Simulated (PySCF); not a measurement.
Gas-phase reaction: H3SiCCH + 2 H ⇌ vinylsilane

Energies from PySCF, thermal terms from the rigid-rotor harmonic-oscillator model, ideal gas at 1 bar. † marks an energy on the PBE0/def2-TZVP geometry and frequencies; other levels use their own. MP2 freezes the core. Open shells (unrestricted): H (multiplicity 2); the rest are closed-shell singlets. B3LYP is the form with VWN-RPA correlation. MP2 isn't extrapolated to the basis-set limit; its ΔH°(298 K) is -532.1 kJ in def2-SVP and -544.0 kJ in def2-TZVPP. The harmonic model lacks anharmonicity and excited electronic states, which grow with temperature; levels with a mode under 35 cm⁻¹ are left out. Internal rotation in vinylsilane is treated as a harmonic vibration of one conformer, which makes the entropy rough.

| level | ΔE electronic, kJ | ΔH°(298 K), kJ | ΔS°(298 K), J/K | ΔG°(2500 K), kJ |
|---|---|---|---|---|
| B3LYP/def2-TZVP† | -628 | -579 | -211 | 11 |
| M06-2X/def2-TZVP† | -622 | -572 | -211 | 17 |
| MP2/def2-TZVPP† | -593 | -544 | -211 | 46 |
| PBE/def2-SVP | -625 | -578 | -210 | 7 |
| PBE0/def2-QZVP† | -630 | -581 | -211 | 9 |
| LDA/def2-TZVP† | -689 | -639 | -211 | -50 |
| ωB97M-V/def2-TZVP† | -630 | -581 | -211 | 9 |
| ωB97X-V/def2-TZVP† | -636 | -586 | -211 | 3 |
ΔH° is lowest at LDA/def2-TZVP† and highest at MP2/def2-TZVPP†. No reference value is set beside these.
